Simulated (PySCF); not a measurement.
## Nitrogen: a sound run and one with changed settings

Sound run: N [He] 2s2 2p3, N⁺ [He] 2s2 2p2. Computed with PySCF 2.14 in cc-pVDZ, with no relativity, point nucleus. In the sound run the correlated levels freeze 1s2. The sound run starts from symmetry-adapted Hartree-Fock orbitals and uses a fine grid where one is needed.

Changed run: basis STO-3G. This setting is unsound on purpose.

```csv
species,method,sound run (hartree),changed run (hartree),converged
N,UHF,-54.39111,-53.71901,yes
N,TPSS,-54.59919,-53.90572,yes
N,B3LYP,-54.58914,-53.88618,yes
N,MP2,-54.46186,-53.71901,yes
N⁺,UHF,-53.88047,-53.24264,yes
N⁺,TPSS,-54.06369,-53.41212,yes
N⁺,B3LYP,-54.05362,-53.39262,yes
N⁺,MP2,-53.93437,-53.25331,yes
N⁺,CCSD(T),-53.95698,-53.26332,yes
```

Ionisation energy of N:

| method | sound run (eV) | changed run (eV) |
| --- | --- | --- |
| UHF | 13.895 | 12.963 |
| TPSS | 14.572 | 13.432 |
| B3LYP | 14.572 | 13.431 |
| MP2 | 14.354 | 12.672 |
| SCS-MP2 | 14.144 | 12.614 |

A minimal basis cannot let orbitals breathe on ionisation and holds almost no correlation.

For comparison, NIST gives 14.534 eV between the lowest levels.
